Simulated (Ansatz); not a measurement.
# Two structures, one formula

Two relaxed structures of CH₄NSi, doublet (PBE0-D4/def2-TZVP; forces vanish, vibrations not checked).

A:

```
7
angstrom
N -0.0245 -0.9590 -0.0603
C -0.9559 -1.6452 0.3045
Si 0.5790 0.6612 -0.2088
H -1.9240 -1.3537 0.7557
H 0.8485 0.8967 -1.6458
H -0.3863 1.6782 0.2967
H 1.8362 0.7323 0.5706
```

B:

N1  (-0.988, -1.759, 0.310)
C2  (-0.103, -0.991, -0.026)
Si3  (0.579, 0.715, -0.205)
H4  (-1.864, -1.416, 0.723)
H5  (0.851, 0.902, -1.650)
H6  (-0.317, 1.810, 0.276)
H7  (1.842, 0.738, 0.571)
(Å)

Program: Ansatz 0.2.0. Basis: def2-TZVPP. Cores are frozen in the correlated methods; orbitals are unrestricted. B3LYP uses VWN-RPA correlation.

(1) Which structure is lower at CCSD(T), and by how much? (An estimate is asked for; the value comes from the calculation.)

No T1 diagnostic of these runs exceeds 0.029. ⟨S²⟩ of the unrestricted Hartree–Fock references: 0.78 to 0.81 (a pure state has 0.75). The unrestricted reference is spin-contaminated, which hurts MP2 most.

Answers

(1) Computed: A, by 31.9 kJ/mol (electronic energy, against the other). By their contacts, A is CH₄NSi ([CH][N][SiH3]) and B is CH₄NSi ([NH][C][SiH3]).

All methods give the same order:

| method | E(B) − E(A) (kJ/mol) |
| --- | --- |
| PBE-D4 | 21.6 |
| r2SCAN-D4 | 26.8 |
| PBE0-D4 | 25.7 |
| B3LYP-D4 | 31.8 |
| wB97M-V | 30.5 |
| HF | 41.4 |
| MP2 | 46.5 |
| CCSD | 32.4 |
| CCSD(T) | 31.9 |

Labels in which every atom is bracketed show which atoms are joined, not bond orders.

For scale, one of the runs: CCSD(T)/def2-TZVPP, 160 basis functions, launched by `ansatz run in.yaml --threads 2 --pin off --events-out ev --progress --plain --max-ram 4352MiB`. Time: 61 s of wall clock on 2 CPU threads of an Arm Neoverse V2; the host was shared. Peak host memory: 2.7 GiB.
